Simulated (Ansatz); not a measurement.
# BFH₂S (SMILES FBS): single points off equilibrium

A test off equilibrium: a structure displaced at random from a GFN2-xTB minimum is computed at several levels, and each is set against CCSD(T).

The runs use Ansatz 0.2.0, Gaussian basis; single points in def2-TZVPP.

Cores are frozen in the correlated methods.

### Step 1. The system as given

SMILES `FBS`, 5 atoms, charge 0, spin multiplicity 1.

Atoms are counted from 1 here; the program's logs count them from 0.

Bond lengths: F1–B2 1.263 Å, B2–S3 1.773 Å, B2–H4 1.053 Å, S3–H5 1.430 Å. Angles: F1–B2–S3 108.8°, F1–B2–H4 124.1°, S3–B2–H4 127.1°, B2–S3–H5 101.0°.

Geometry (Å):

```mol
BFH2S
  3D, bonds by distance, orders not assigned

  5  4  0  0  0  0  0  0  0  0999 V2000
   -1.0820   -0.8123   -0.9927 F   0  0
   -0.3997   -0.4306   -0.0007 B   0  0
    0.7821    0.7719   -0.5490 S   0  0
   -0.5435   -0.7769    0.9828 H   0  0
    1.4723    1.0543    0.6716 H   0  0
  1  2  8  0
  2  3  8  0
  2  4  8  0
  3  5  8  0
M  END
```

### Step 2. CCSD(T)/def2-TZVPP

The input, run/in.yaml:

```yaml
crystal:
  periodic: [false, false, false]
  atoms:
    - {symbol: F, position_ang: [-1.082000, -0.812300, -0.992700]}
    - {symbol: B, position_ang: [-0.399700, -0.430600, -0.000700]}
    - {symbol: S, position_ang: [0.782100, 0.771900, -0.549000]}
    - {symbol: H, position_ang: [-0.543500, -0.776900, 0.982800]}
    - {symbol: H, position_ang: [1.472300, 1.054300, 0.671600]}
basis:
  gaussian: {orbitals: def2-TZVPP}
correlation: {method: ccsd_t}
output: {forces: true}
```

No record of the launch command was kept for these runs.

### Step 3. PBE0-D4/def2-TZVPP

run/in.yaml: that of step 2 with these lines changed.

```diff
@@ -10,3 +10,3 @@
   gaussian: {orbitals: def2-TZVPP}
-correlation: {method: ccsd_t}
-output: {forces: true}
+hamiltonian: {xc: pbe0, dispersion: d4}
+output: {forces: true, orbitals: {seedname: orbitals}}
```

### Step 4. wB97M-V/def2-TZVPP

run/in.yaml: that of step 3 with these lines changed.

```diff
@@ -10,3 +10,3 @@
   gaussian: {orbitals: def2-TZVPP}
-hamiltonian: {xc: pbe0, dispersion: d4}
-output: {forces: true, orbitals: {seedname: orbitals}}
+hamiltonian: {xc: {name: wB97M-V}}
+output: {forces: true}
```

### Step 5. r2SCAN-D4/def2-TZVPP

run/in.yaml: that of step 4 with these lines changed.

```diff
@@ -10,3 +10,3 @@
   gaussian: {orbitals: def2-TZVPP}
-hamiltonian: {xc: {name: wB97M-V}}
+hamiltonian: {xc: r2scan, dispersion: d4}
 output: {forces: true}
```

### Step 6. PBE-D4/def2-TZVPP

run/in.yaml: that of step 5 with these lines changed.

```diff
@@ -10,3 +10,3 @@
   gaussian: {orbitals: def2-TZVPP}
-hamiltonian: {xc: r2scan, dispersion: d4}
+hamiltonian: {xc: pbe, dispersion: d4}
 output: {forces: true}
```

### Step 7. B97M-V/def2-TZVPP

run/in.yaml: that of step 6 with these lines changed.

```diff
@@ -10,3 +10,3 @@
   gaussian: {orbitals: def2-TZVPP}
-hamiltonian: {xc: pbe, dispersion: d4}
+hamiltonian: {xc: {name: B97M-V}}
 output: {forces: true}
```

### Step 8. BHLYP-D4/def2-TZVPP

run/in.yaml: that of step 7 with these lines changed.

```diff
@@ -10,3 +10,3 @@
   gaussian: {orbitals: def2-TZVPP}
-hamiltonian: {xc: {name: B97M-V}}
+hamiltonian: {xc: {name: BHLYP}, dispersion: d4}
 output: {forces: true}
```

(Steps that only read results are left out.)

Q: Predict the outcome of this session. Wanted: energy less free atoms, CCSD(T)/def2-TZVPP; RMS force component; RMS force error; HOMO and LUMO, PBE0-D4; T1 diagnostic.

The runs gave:

| quantity | value |
| --- | --- |
| energy less free atoms, CCSD(T)/def2-TZVPP | -17.665 eV |
| RMS force component | 2.009 to 2.142 eV/Å over the methods |
| RMS force error | PBE0-D4 0.142, wB97M-V 0.065, r2SCAN-D4 0.082, PBE-D4 0.173, B97M-V 0.169, BHLYP-D4 0.261 eV/Å |
| HOMO and LUMO, PBE0-D4 | -8.12 and -0.46 eV |
| T1 diagnostic | 0.013 |

In words: Against CCSD(T) the functionals' energies less atoms differ by -0.927 to -0.008 eV, PBE-D4 by -0.927 eV. The reference is not at the basis limit: in triple zeta CCSD(T) underbinds, which counts against methods that bind more; the gaps are no ranking. On forces the order runs from wB97M-V to BHLYP-D4. Frozen-core CCSD(T) forces in triple zeta carry basis errors of their own, and this is one geometry, so small gaps rank nothing.
